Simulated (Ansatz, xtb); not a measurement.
## Two isomers of C2HF2N

Structure X: `FC1(F)C=N1`, a singlet. Structure Y: `N=C=C(F)F`, a singlet. Both are isolated molecules in the gas phase, relaxed with PBE0-D4/def2-SVP.

X (Å):

```xyz
6

C     0.0793    0.3611   -0.6513
C     0.9708   -0.1953    0.2917
F    -0.5433    1.5259   -0.4760
F     0.1334    0.1006   -1.9567
N    -0.1957   -0.7116    0.2556
H     1.9028   -0.3306    0.8479
```

Y (Å):

```xyz
6

C     0.3840    0.5340   -0.3268
C     0.2648   -0.7750   -0.3952
F     1.0684   -1.5454   -1.0986
F    -0.6004   -1.4674    0.3163
N     0.3535    1.7613   -0.4307
H     0.9539    2.2450    0.2507
```

**Question.** Estimate which is lower in electronic energy at CCSD(T)/def2-SVP + ΔMP2/def2-TZVPP, and by roughly how much.

**Answer.** The CCSD(T)/def2-SVP + ΔMP2/def2-TZVPP calculation puts structure X lower, by 6.2 kcal/mol.

How the difference moves with the method:

```tsv
level	geometry	E(Y) − E(X) (kcal/mol)	departure from the last row (kcal/mol)	job, with rough time for the two
GFN2-xTB	GFN2-xTB	−5.4	−11.6	optimisation, 0.088 s
HF/STO-3G	GFN2-xTB	+11.4	+5.2	single point, 0.16 s
r2SCAN-D4/def2-SVP	GFN2-xTB	+5.2	−1.0	single point, 1.8 s
PBE0-D4/def2-SVP	PBE0-D4/def2-SVP	+7.7	+1.5	optimisation, 18 s
HF/def2-SVP	PBE0-D4/def2-SVP	+9.2	+3.0	part of the CCSD(T) run
MP2/def2-SVP	PBE0-D4/def2-SVP	+11.2	+4.9	part of the CCSD(T) run
CCSD(T)/def2-SVP	PBE0-D4/def2-SVP	+7.9	+1.7	single point
CCSD(T)/def2-SVP + ΔMP2/def2-TZVPP	PBE0-D4/def2-SVP	+6.2		single point, 7.3 s
```

As drawn, Y has 1 C=C, 1 N–H in place of 1 C–C, 1 C–N, 1 C–H. Structure X has a 3-membered ring, Y no ring.

GFN2-xTB puts the two in the other order. The largest departure from CCSD(T)/def2-SVP + ΔMP2/def2-TZVPP is that of GFN2-xTB, 11.6 kcal/mol. The last row adds to CCSD(T) the change of the MP2 difference between the two basis sets, here −1.7 kcal/mol.

With harmonic frequencies from PBE0-D4/def2-SVP (ideal gas, rigid rotor, one conformer each, 298.15 K, 1 atm): on the last row, ΔE + ΔZPE = +6.0, ΔH = +6.4, ΔG = +5.4 kcal/mol.

The correlated steps freeze 5 core orbitals. Codes used: Ansatz 0.2.0, xtb 6.7.1; the last row on 2 threads of Arm Neoverse V2 on a shared host.
